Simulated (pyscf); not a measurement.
# Elimination: H₂C=CH–NH₂ -> H₂C=C=NH + H₂

Gas phase, singlet surface, charge 0. Bonds broken: C2–H6, N3–H7. Bonds formed: H6–H7. Optimised with ωB97X-D3(BJ)/def2-SVP in PySCF.

Transition state (Å):

```xyz
8

C     -1.9398    -0.2753     0.1654
C     -0.7143     0.0051    -0.2882
N      0.3402    -0.3511    -0.9786
H     -2.3651     0.2443     1.0244
H     -2.5248    -1.0403    -0.3531
H     -0.4313     1.3810    -0.2269
H      0.0851     1.0979    -0.9969
H      0.3378    -1.3456    -1.2353
```

One imaginary mode, 2047i cm⁻¹; descent along it reached the two sides named.

```csv
bond,change,reactant side (Å),saddle,product side
C2–H6,breaks,1.097,1.406,4.4
N3–H7,breaks,1.013,1.471,2.6
H6–H7,forms,2.329,0.969,0.762
```

Electronic energies relative to the reactant's lowest minimum found (eV):

```
level                   barrier  reaction energy  reverse barrier
----------------------  -------  ---------------  ---------------
ωB97X-D3(BJ)/def2-TZVP     4.88            +1.72             3.16
PBE/def2-TZVP              4.33            +1.55             2.78
r²SCAN/def2-TZVP           4.56            +1.60             2.97
B3LYP-D3(BJ)/def2-TZVP     4.69            +1.57             3.12
PBE0-D3(BJ)/def2-TZVP      4.68            +1.77             2.91
M06-2X/def2-TZVP           4.82            +1.63             3.18
ωB97M-D3(BJ)/def2-TZVP     4.77            +1.66             3.11
HF/def2-TZVP               5.64            +1.68             3.96
```

With ωB97M-D3(BJ)/def2-TZVP energies and thermal terms (ideal gas, 1 atm, RRHO with modes under 100 cm⁻¹ raised to 100, one conformer, R ln 2 for chiral ones without a mode under 150 cm⁻¹), in eV:

| T (K) | ΔH‡ | ΔG‡ | ΔH | ΔG |
|---|---|---|---|---|
| 298 | 4.44 | 4.43 | +1.33 | +0.97 |
| 600 | 4.45 | 4.41 | +1.38 | +0.59 |
| 900 | 4.46 | 4.39 | +1.39 | +0.20 |
| 1200 | 4.47 | 4.36 | +1.39 | -0.20 |

The same reactants have a lower exit, to H₃C–CH=NH (barrier +2.80 eV at ωB97M-D3(BJ)/def2-TZVP, against +4.77 eV here). H₂C=C=NH lies 1.13 eV over its isomer H₃C–C≡N (electronic energy, ωB97M-D3(BJ)/def2-TZVP). This is the saddle that the search found; another between the same sides may lie lower.
